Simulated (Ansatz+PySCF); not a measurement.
A calculation with Ansatz (development build ahead of 0.2.0).

```yaml
crystal:
  periodic: [false, false, false]
  atoms:
    - { symbol: O, position_ang: [0.0, 0.0, -0.54661] }
    - { symbol: O, position_ang: [0.0, 0.0, 0.54661] }
basis:
  gaussian: { orbitals: def2-SVP }
magnetization:
  initial_magnetization: 2
hamiltonian:
  xc: hf
correlation:
  method: ccsd_t
  frozen_orbitals: { O: 1 }
scf:
  omitted_lower_state_checks: [stability, starts, atomic_configurations, cluster_reference, orbital_swaps, given_window_search, neighbouring_geometries, increment]
```

The input is written out in the form of the current development build from the run's settings. Correlation on restricted open-shell orbitals is semicanonical, with singles.

Results

```yaml
Converged: yes
Reference_energy: -149.46927 hartree
CCSD_correlation_energy: -0.34517 hartree
Triples_correction: -0.00799 hartree
Total_energy: -149.82243 hartree
Spin_squared_of_the_determinant: 2.000
Largest_doubles_amplitude: 0.09
Occupied_orbitals_by_symmetry_in_an_Abelian_subgroup_alpha;_beta: 3 Ag 2 B1u 1 B2g 1 B2u 1 B3g 1 B3u; 3 Ag 2 B1u 1 B2u 1 B3u
```
